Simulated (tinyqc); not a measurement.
Inside a calculation (part 1 of 2). Method: RKS/LDA (PW92) in the sto-3g basis, for H2F+, spin multiplicity 1. Computed by tinyqc, a small Python program that keeps every step (integrals from PySCF). Settings: charge = 1, multiplicity = 1, basis = sto-3g, energy threshold = 1e-09, iteration cap = 73, orthogonalisation = symmetric, start = Wolfsberg-Helmholz matrix, DIIS depth = 4, DIIS from iteration = 3, damping = 0.3, method = RKS, functional = lda,pw, grid = [20, 86]. Command: `OMP_NUM_THREADS=1 python tinyqc.py 27876 27877 out.jsonl` (the two numbers bound the seeds that draw the settings). One thread of a shared host (Intel(R) Xeon(R) Processor @ 2.60GHz), about 0.5 s of CPU time with the checks. Later iterations appear only in the table of the cycle.

## One-electron integrals

Geometry (angstrom):

| atom | x | y | z |
|---|---|---|---|
| F | 0.000000 | 0.000000 | 0.000000 |
| H | 0.000000 | 1.010000 | 0.509000 |
| H | 0.000000 | -1.010000 | 0.509000 |

Basis sto-3g: exponents (1/bohr^2) and contraction coefficients of normalised primitives:

| element | l (shell) | exponent | coefficient |
|---|---|---|---|
| F | s (1) | 166.679130 | 0.154329 |
| F | s (1) | 30.360812 | 0.535328 |
| F | s (1) | 8.216821 | 0.444635 |
| F | s (2) | 6.464803 | -0.099967 |
| F | s (2) | 1.502281 | 0.399513 |
| F | s (2) | 0.488588 | 0.700115 |
| F | p (3) | 6.464803 | 0.155916 |
| F | p (3) | 1.502281 | 0.607684 |
| F | p (3) | 0.488588 | 0.391957 |
| H | s (1) | 3.425251 | 0.154329 |
| H | s (1) | 0.623914 | 0.535328 |
| H | s (1) | 0.168855 | 0.444635 |

Overlap, kinetic and nuclear-attraction integrals over the contracted functions; the nuclear repulsion is the sum of Za Zb / Rab.

nuclear repulsion = 8.68382155 hartree

overlap S:
```
           1F 1s     1F 2s    1F 2px     1F 2py    1F 2pz     2H 1s      3H 1s
1F 1s   1.000000  0.237990  0.000000   0.000000  0.000000  0.029641   0.029641
1F 2s   0.237990  1.000000  0.000000   0.000000  0.000000  0.318992   0.318992
1F 2px  0.000000  0.000000  1.000000   0.000000  0.000000  0.000000   0.000000
1F 2py  0.000000  0.000000  0.000000   1.000000  0.000000  0.242231  -0.242231
1F 2pz  0.000000  0.000000  0.000000   0.000000  1.000000  0.122075   0.122075
2H 1s   0.029641  0.318992  0.000000   0.242231  0.122075  1.000000   0.115357
3H 1s   0.029641  0.318992  0.000000  -0.242231  0.122075  0.115357   1.000000
```

kinetic energy T (hartree):
```
            1F 1s      1F 2s    1F 2px     1F 2py    1F 2pz      2H 1s      3H 1s
1F 1s   36.984577  -0.212858  0.000000   0.000000  0.000000  -0.007660  -0.007660
1F 2s   -0.212858   1.037995  0.000000   0.000000  0.000000   0.041583   0.041583
1F 2px   0.000000   0.000000  3.248015   0.000000  0.000000   0.000000   0.000000
1F 2py   0.000000   0.000000  0.000000   3.248015  0.000000   0.120620  -0.120620
1F 2pz   0.000000   0.000000  0.000000   0.000000  3.248015   0.060788   0.060788
2H 1s   -0.007660   0.041583  0.000000   0.120620  0.060788   0.760032  -0.010336
3H 1s   -0.007660   0.041583  0.000000  -0.120620  0.060788  -0.010336   0.760032
```

nuclear attraction V (hartree):
```
             1F 1s       1F 2s      1F 2px      1F 2py      1F 2pz      2H 1s      3H 1s
1F 1s   -77.945341   -9.399510    0.000000    0.000000   -0.008909  -1.199452  -1.199452
1F 2s    -9.399510  -12.475661    0.000000    0.000000   -0.110282  -2.917502  -2.917502
1F 2px    0.000000    0.000000  -12.337269    0.000000    0.000000   0.000000   0.000000
1F 2py    0.000000    0.000000    0.000000  -12.446199    0.000000  -1.905404   1.905404
1F 2pz   -0.008909   -0.110282    0.000000    0.000000  -12.364934  -0.983622  -0.983622
2H 1s    -1.199452   -2.917502    0.000000   -1.905404   -0.983622  -5.622193  -0.768822
3H 1s    -1.199452   -2.917502    0.000000    1.905404   -0.983622  -0.768822  -5.622193
```

core Hamiltonian H = T + V (hartree):
```
             1F 1s       1F 2s     1F 2px     1F 2py     1F 2pz      2H 1s      3H 1s
1F 1s   -40.960764   -9.612368   0.000000   0.000000  -0.008909  -1.207112  -1.207112
1F 2s    -9.612368  -11.437665   0.000000   0.000000  -0.110282  -2.875918  -2.875918
1F 2px    0.000000    0.000000  -9.089254   0.000000   0.000000   0.000000   0.000000
1F 2py    0.000000    0.000000   0.000000  -9.198184   0.000000  -1.784784   1.784784
1F 2pz   -0.008909   -0.110282   0.000000   0.000000  -9.116920  -0.922835  -0.922835
2H 1s    -1.207112   -2.875918   0.000000  -1.784784  -0.922835  -4.862161  -0.779159
3H 1s    -1.207112   -2.875918   0.000000   1.784784  -0.922835  -0.779159  -4.862161
```

## Two-electron integrals

Functions are numbered as in S; the eight-fold symmetry (ij|kl) = (ji|kl) = (kl|ij) leaves the list below.

Two-electron integrals (ij|kl) in chemists' order, unique and non-zero (hartree):
```
(11|11) 5.403501    (21|11) 0.841920    (21|21) 0.156299    (22|11) 1.268028
(22|21) 0.292344    (22|22) 0.926167    (31|31) 0.027998    (32|31) 0.043169
(32|32) 0.204588    (33|11) 1.264502    (33|21) 0.292403    (33|22) 0.925959
(33|33) 0.997514    (41|41) 0.027998    (42|41) 0.043169    (42|42) 0.204588
(43|43) 0.053770    (44|11) 1.264502    (44|21) 0.292403    (44|22) 0.925959
(44|33) 0.889973    (44|44) 0.997514    (51|51) 0.027998    (52|51) 0.043169
(52|52) 0.204588    (53|53) 0.053770    (54|54) 0.053770    (55|11) 1.264502
(55|21) 0.292403    (55|22) 0.925959    (55|33) 0.889973    (55|44) 0.889973
(55|55) 0.997514    (61|11) 0.106181    (61|21) 0.019557    (61|22) 0.036386
(61|33) 0.036329    (61|41) 0.000709    (61|42) 0.001336    (61|44) 0.036469
(61|51) 0.000358    (61|52) 0.000674    (61|54) 0.000070    (61|55) 0.036365
(61|61) 0.002472    (62|11) 0.283198    (62|21) 0.066230    (62|22) 0.235800
(62|33) 0.232272    (62|41) 0.004030    (62|42) 0.032144    (62|44) 0.240527
(62|51) 0.002031    (62|52) 0.016199    (62|54) 0.004160    (62|55) 0.234368
(62|61) 0.008417    (62|62) 0.075427    (63|31) 0.006759    (63|32) 0.040711
(63|43) 0.006675    (63|53) 0.003364    (63|63) 0.010911    (64|11) 0.177452
(64|21) 0.042014    (64|22) 0.160126    (64|33) 0.153395    (64|41) 0.008988
(64|42) 0.061283    (64|44) 0.172055    (64|51) 0.001123    (64|52) 0.010368
(64|54) 0.006040    (64|55) 0.154743    (64|61) 0.005551    (64|62) 0.062902
(64|64) 0.063004    (65|11) 0.089429    (65|21) 0.021174    (65|22) 0.080697
(65|33) 0.077305    (65|41) 0.001123    (65|42) 0.010368    (65|44) 0.079981
(65|51) 0.007325    (65|52) 0.045936    (65|54) 0.008024    (65|55) 0.084712
(65|61) 0.002797    (65|62) 0.031700    (65|64) 0.026253    (65|65) 0.024141
(66|11) 0.459049    (66|21) 0.109096    (66|22) 0.448889    (66|33) 0.434289
(66|41) 0.007870    (66|42) 0.089467    (66|44) 0.468849    (66|51) 0.003966
(66|52) 0.045088    (66|54) 0.017417    (66|55) 0.443067    (66|61) 0.013934
(66|62) 0.188996    (66|64) 0.183516    (66|65) 0.092485    (66|66) 0.774606
(71|11) 0.106181    (71|21) 0.019557    (71|22) 0.036386    (71|33) 0.036329
(71|41) -0.000709   (71|42) -0.001336   (71|44) 0.036469    (71|51) 0.000358
(71|52) 0.000674    (71|54) -0.000070   (71|55) 0.036365    (71|61) 0.002434
(71|62) 0.008147    (71|64) 0.004965    (71|65) 0.002711    (71|66) 0.013389
(71|71) 0.002472    (72|11) 0.283198    (72|21) 0.066230    (72|22) 0.235800
(72|33) 0.232272    (72|41) -0.004030   (72|42) -0.032144   (72|44) 0.240527
(72|51) 0.002031    (72|52) 0.016199    (72|54) -0.004160   (72|55) 0.234368
(72|61) 0.008147    (72|62) 0.059098    (72|64) 0.034347    (72|65) 0.023985
(72|66) 0.117473    (72|71) 0.008417    (72|72) 0.075427    (73|31) 0.006759
(73|32) 0.040711    (73|43) -0.006675   (73|53) 0.003364    (73|63) 0.008177
(73|73) 0.010911    (74|11) -0.177452   (74|21) -0.042014   (74|22) -0.160126
(74|33) -0.153395   (74|41) 0.008988    (74|42) 0.061283    (74|44) -0.172055
(74|51) -0.001123   (74|52) -0.010368   (74|54) 0.006040    (74|55) -0.154743
(74|61) -0.004965   (74|62) -0.034347   (74|64) -0.012209   (74|65) -0.013701
(74|66) -0.063780   (74|71) -0.005551   (74|72) -0.062902   (74|74) 0.063004
(75|11) 0.089429    (75|21) 0.021174    (75|22) 0.080697    (75|33) 0.077305
(75|41) -0.001123   (75|42) -0.010368   (75|44) 0.079981    (75|51) 0.007325
(75|52) 0.045936    (75|54) -0.008024   (75|55) 0.084712    (75|61) 0.002711
(75|62) 0.023985    (75|64) 0.013701    (75|65) 0.017798    (75|66) 0.052217
(75|71) 0.002797    (75|72) 0.031700    (75|74) -0.026253   (75|75) 0.024141
(76|11) 0.071230    (76|21) 0.016812    (76|22) 0.065108    (76|33) 0.064050
(76|44) 0.065539    (76|51) 0.000837    (76|52) 0.008061    (76|55) 0.065667
(76|61) 0.002108    (76|62) 0.020297    (76|64) 0.014941    (76|65) 0.009785
(76|66) 0.053760    (76|71) 0.002108    (76|72) 0.020297    (76|74) -0.014941
(76|75) 0.009785    (76|76) 0.006840    (77|11) 0.459049    (77|21) 0.109096
(77|22) 0.448889    (77|33) 0.434289    (77|41) -0.007870   (77|42) -0.089467
(77|44) 0.468849    (77|51) 0.003966    (77|52) 0.045088    (77|54) -0.017417
(77|55) 0.443067    (77|61) 0.013389    (77|62) 0.117473    (77|64) 0.063780
(77|65) 0.052217    (77|66) 0.261148    (77|71) 0.013934    (77|72) 0.188996
(77|74) -0.183516   (77|75) 0.092485    (77|76) 0.053760    (77|77) 0.774606
```

## Orthogonalisation

S = U s U^T; symmetric (Loewdin) form X = U s^(-1/2) U^T, so that X^T S X = 1.

eigenvalues of S: 0.526354  0.594933  0.917080  1.000000  1.071598  1.289710  1.600324

X:
```
            1F 1s      1F 2s    1F 2px     1F 2py     1F 2pz      2H 1s      3H 1s
1F 1s    1.023387  -0.133007  0.000000   0.000000  -0.003571   0.015817   0.015817
1F 2s   -0.133007   1.109087  0.000000   0.000000   0.032465  -0.173825  -0.173825
1F 2px   0.000000   0.000000  1.000000   0.000000   0.000000   0.000000   0.000000
1F 2py   0.000000   0.000000  0.000000   1.053986   0.000000  -0.145013   0.145013
1F 2pz  -0.003571   0.032465  0.000000   0.000000   1.012126  -0.065189  -0.065189
2H 1s    0.015817  -0.173825  0.000000  -0.145013  -0.065189   1.078767  -0.044277
3H 1s    0.015817  -0.173825  0.000000   0.145013  -0.065189  -0.044277   1.078767
```

## Starting guess

The start is the generalised Wolfsberg-Helmholz matrix (K = 1.75) built on H; D = 2 C_occ C_occ^T.

D at the start:
```
            1F 1s      1F 2s    1F 2px     1F 2py     1F 2pz      2H 1s      3H 1s
1F 1s    2.080062  -0.337424  0.000000   0.000000   0.051364  -0.119800  -0.119800
1F 2s   -0.337424   1.478652  0.000000   0.000000  -0.187922   0.341421   0.341421
1F 2px   0.000000   0.000000  2.000000   0.000000   0.000000   0.000000   0.000000
1F 2py   0.000000   0.000000  0.000000   1.672559   0.000000   0.262636  -0.262636
1F 2pz   0.051364  -0.187922  0.000000   0.000000   1.946573   0.079085   0.079085
2H 1s   -0.119800   0.341421  0.000000   0.262636   0.079085   0.128775   0.046294
3H 1s   -0.119800   0.341421  0.000000  -0.262636   0.079085   0.046294   0.128775
```

## Iteration 1: exchange-correlation on the grid

Becke grid with 20 radial and 86 angular points per atom, points of zero weight dropped. rho = sum D_ij phi_i phi_j; V_xc,ij = sum w v_xc phi_i phi_j; v_xc is d(rho eps)/d rho.

The 8 grid points with the largest w rho, of 5146 (bohr, atomic units):

| x | y | z | w | rho | eps_xc | v_xc |
|---|---|---|---|---|---|---|
| -0.391112 | 0.000000 | -0.969131 | 0.049550 | 0.499609 | -0.651604 | -0.854940 |
| 0.391112 | 0.000000 | -0.969131 | 0.049550 | 0.499609 | -0.651604 | -0.854940 |
| -0.725653 | -0.197586 | -0.725653 | 0.049815 | 0.493990 | -0.649308 | -0.851905 |
| -0.725653 | 0.197586 | -0.725653 | 0.049815 | 0.493990 | -0.649308 | -0.851905 |
| 0.725653 | -0.197586 | -0.725653 | 0.049815 | 0.493990 | -0.649308 | -0.851905 |
| 0.725653 | 0.197586 | -0.725653 | 0.049815 | 0.493990 | -0.649308 | -0.851905 |
| 0.000000 | -0.391112 | -0.969131 | 0.049541 | 0.492887 | -0.648856 | -0.851307 |
| 0.000000 | 0.391112 | -0.969131 | 0.049541 | 0.492887 | -0.648856 | -0.851307 |

electrons on the grid, sum of w rho = 9.999286

E_xc = sum of w rho eps_xc = -10.31741987 hartree

V_xc (hartree):
```
            1F 1s      1F 2s     1F 2px     1F 2py     1F 2pz      2H 1s      3H 1s
1F 1s   -3.292240  -0.480637   0.000000   0.000000   0.001225  -0.060900  -0.060900
1F 2s   -0.480637  -0.927125   0.000000   0.000000   0.004736  -0.214068  -0.214068
1F 2px   0.000000   0.000000  -0.922183   0.000000   0.000000   0.000000   0.000000
1F 2py   0.000000   0.000000   0.000000  -0.920625   0.000000  -0.139110   0.139110
1F 2pz   0.001225   0.004736   0.000000   0.000000  -0.922637  -0.069808  -0.069808
2H 1s   -0.060900  -0.214068   0.000000  -0.139110  -0.069808  -0.341669  -0.050714
3H 1s   -0.060900  -0.214068   0.000000   0.139110  -0.069808  -0.050714  -0.341669
```

## Iteration 1: building the Kohn-Sham matrix

J_ij = sum D_kl (ij|kl); F = H + J + V_xc; E = tr D H + tr D J / 2 + E_xc + E_nn.

Coulomb J (hartree):
```
            1F 1s      1F 2s    1F 2px     1F 2py     1F 2pz     2H 1s      3H 1s
1F 1s   20.327239   3.882662  0.000000   0.000000  -0.006150  0.485937   0.485937
1F 2s    3.882662   9.632834  0.000000   0.000000  -0.012876  2.399339   2.399339
1F 2px   0.000000   0.000000  9.621228   0.000000   0.000000  0.000000   0.000000
1F 2py   0.000000   0.000000  0.000000   9.626711   0.000000  1.612470  -1.612470
1F 2pz  -0.006150  -0.012876  0.000000   0.000000   9.624499  0.811685   0.811685
2H 1s    0.485937   2.399339  0.000000   1.612470   0.811685  4.537524   0.655672
3H 1s    0.485937   2.399339  0.000000  -1.612470   0.811685  0.655672   4.537524
```

Kohn-Sham matrix F (hartree):
```
             1F 1s      1F 2s     1F 2px     1F 2py     1F 2pz      2H 1s      3H 1s
1F 1s   -23.925765  -6.210343   0.000000   0.000000  -0.013834  -0.782075  -0.782075
1F 2s    -6.210343  -2.731956   0.000000   0.000000  -0.118422  -0.690647  -0.690647
1F 2px    0.000000   0.000000  -0.390210   0.000000   0.000000   0.000000   0.000000
1F 2py    0.000000   0.000000   0.000000  -0.492098   0.000000  -0.311425   0.311425
1F 2pz   -0.013834  -0.118422   0.000000   0.000000  -0.415057  -0.180957  -0.180957
2H 1s    -0.782075  -0.690647   0.000000  -0.311425  -0.180957  -0.666307  -0.174200
3H 1s    -0.782075  -0.690647   0.000000   0.311425  -0.180957  -0.174200  -0.666307
```

total energy of this density = -98.26367272 hartree

This density is the starting one.

## Iteration 1: diagonalisation and new density

Diagonalise F' = X^T F X, C = X C', fill 5 alpha and 5 beta electrons from the bottom; D = 2 C_occ C_occ^T; the new density keeps 0.3 of the old one (damping). Each column has its largest component positive (the first on a tie).

F' = X^T F X (hartree):
```
            1          2          3          4          5          6          7
1  -23.460818  -3.268883   0.000000   0.000000  -0.019319  -0.075148  -0.075148
2   -3.268883  -1.546806   0.000000   0.000000  -0.064630  -0.246798  -0.246798
3    0.000000   0.000000  -0.390210   0.000000   0.000000   0.000000   0.000000
4    0.000000   0.000000   0.000000  -0.376968   0.000000  -0.226367   0.226367
5   -0.019319  -0.064630   0.000000   0.000000  -0.388878  -0.110701  -0.110701
6   -0.075148  -0.246798   0.000000  -0.226367  -0.110701  -0.480590  -0.042103
7   -0.075148  -0.246798   0.000000   0.226367  -0.110701  -0.042103  -0.480590
```

orbital energies (hartree): MO1 -23.939111, MO2 -1.242230, MO3 -0.729333, MO4 -0.483320, MO5 -0.390210, MO6 -0.254536, MO7 -0.086121

coefficients C:
```
              MO1        MO2        MO3        MO4       MO5        MO6        MO7
1F 1s    0.993532  -0.241909   0.000000   0.118202  0.000000  -0.076985   0.000000
1F 2s    0.027120   0.888089   0.000000  -0.569683  0.000000   0.441895   0.000000
1F 2px   0.000000   0.000000   0.000000   0.000000  1.000000   0.000000   0.000000
1F 2py   0.000000   0.000000   0.556956   0.000000  0.000000   0.000000   0.918011
1F 2pz   0.001814   0.134162   0.000000   0.647153  0.000000   0.772758   0.000000
2H 1s   -0.004691   0.156123   0.490249   0.450997  0.000000  -0.584812  -0.641326
3H 1s   -0.004691   0.156123  -0.490249   0.450997  0.000000  -0.584812   0.641326
```

D after iteration 1:
```
            1F 1s      1F 2s    1F 2px     1F 2py     1F 2pz      2H 1s      3H 1s
1F 1s    2.107455  -0.458549  0.000000   0.000000   0.079588  -0.020707  -0.020707
1F 2s   -0.458549   2.003163  0.000000   0.000000  -0.405642  -0.063337  -0.063337
1F 2px   0.000000   0.000000  2.000000   0.000000   0.000000   0.000000   0.000000
1F 2py   0.000000   0.000000  0.000000   0.936047   0.000000   0.461057  -0.461057
1F 2pz   0.079588  -0.405642  0.000000   0.000000   1.195506   0.461648   0.461648
2H 1s   -0.020707  -0.063337  0.000000   0.461057   0.461648   0.694028  -0.003681
3H 1s   -0.020707  -0.063337  0.000000  -0.461057   0.461648  -0.003681   0.694028
```

## Iteration 2: exchange-correlation on the grid

As before.

The 8 grid points with the largest w rho, of 5146 (bohr, atomic units):

| x | y | z | w | rho | eps_xc | v_xc |
|---|---|---|---|---|---|---|
| -0.969131 | 0.000000 | -0.391112 | 0.049545 | 0.497803 | -0.650868 | -0.853967 |
| 0.969131 | 0.000000 | -0.391112 | 0.049545 | 0.497803 | -0.650868 | -0.853967 |
| -1.045076 | 0.000000 | 0.000000 | 0.048398 | 0.496859 | -0.650483 | -0.853458 |
| 1.045076 | 0.000000 | 0.000000 | 0.048398 | 0.496859 | -0.650483 | -0.853458 |
| -0.969131 | -0.391112 | 0.000000 | 0.049269 | 0.474425 | -0.641174 | -0.841151 |
| 0.969131 | 0.391112 | 0.000000 | 0.049269 | 0.474425 | -0.641174 | -0.841151 |
| -0.969131 | 0.391112 | 0.000000 | 0.049269 | 0.474425 | -0.641174 | -0.841151 |
| 0.969131 | -0.391112 | 0.000000 | 0.049269 | 0.474425 | -0.641174 | -0.841151 |

electrons on the grid, sum of w rho = 9.999334

E_xc = sum of w rho eps_xc = -9.77762262 hartree

V_xc (hartree):
```
            1F 1s      1F 2s     1F 2px     1F 2py     1F 2pz      2H 1s      3H 1s
1F 1s   -3.284044  -0.471140   0.000000   0.000000   0.002993  -0.059698  -0.059698
1F 2s   -0.471140  -0.888098   0.000000   0.000000   0.010248  -0.213213  -0.213213
1F 2px   0.000000   0.000000  -0.902281   0.000000   0.000000   0.000000   0.000000
1F 2py   0.000000   0.000000   0.000000  -0.873699   0.000000  -0.144279   0.144279
1F 2pz   0.002993   0.010248   0.000000   0.000000  -0.871736  -0.072425  -0.072425
2H 1s   -0.059698  -0.213213   0.000000  -0.144279  -0.072425  -0.437046  -0.054038
3H 1s   -0.059698  -0.213213   0.000000   0.144279  -0.072425  -0.054038  -0.437046
```

## Iteration 2: building the Kohn-Sham matrix

As before.

Coulomb J (hartree):
```
            1F 1s     1F 2s    1F 2px     1F 2py     1F 2pz     2H 1s      3H 1s
1F 1s   19.428461  3.674150  0.000000   0.000000  -0.010013  0.459932   0.459932
1F 2s    3.674150  9.089292  0.000000   0.000000   0.003203  2.301401   2.301401
1F 2px   0.000000  0.000000  9.109757   0.000000   0.000000  0.000000   0.000000
1F 2py   0.000000  0.000000  0.000000   9.080551   0.000000  1.565815  -1.565815
1F 2pz  -0.010013  0.003203  0.000000   0.000000   9.051044  0.793985   0.793985
2H 1s    0.459932  2.301401  0.000000   1.565815   0.793985  4.607889   0.641545
3H 1s    0.459932  2.301401  0.000000  -1.565815   0.793985  0.641545   4.607889
```

Kohn-Sham matrix F (hartree):
```
             1F 1s      1F 2s     1F 2px     1F 2py     1F 2pz      2H 1s      3H 1s
1F 1s   -24.816347  -6.409358   0.000000   0.000000  -0.015929  -0.806878  -0.806878
1F 2s    -6.409358  -3.236471   0.000000   0.000000  -0.096831  -0.787730  -0.787730
1F 2px    0.000000   0.000000  -0.881779   0.000000   0.000000   0.000000   0.000000
1F 2py    0.000000   0.000000   0.000000  -0.991332   0.000000  -0.363248   0.363248
1F 2pz   -0.015929  -0.096831   0.000000   0.000000  -0.937612  -0.201275  -0.201275
2H 1s    -0.806878  -0.787730   0.000000  -0.363248  -0.201275  -0.691318  -0.191652
3H 1s    -0.806878  -0.787730   0.000000   0.363248  -0.201275  -0.191652  -0.691318
```

total energy of this density = -98.30174431 hartree

This density is a damped mixture and is not idempotent.
